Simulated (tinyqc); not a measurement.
Inside a calculation. Method: UHF in the sto-3g basis, for LiH+, spin multiplicity 2. One step of it, computed by the program tinyqc.

Question. Iteration 3: DIIS coefficients. Solve [B -1; -1 0][c; lambda] = [0; -1] for the coefficients, which sum to one.

B (overlaps of the stored error matrices):
```
,1,2
1,2.3318707e-02,1.0500956e-02
2,1.0500956e-02,4.8068375e-03
```

Give: DIIS coefficients.

Answer.

DIIS coefficients: -0.7993  1.7993
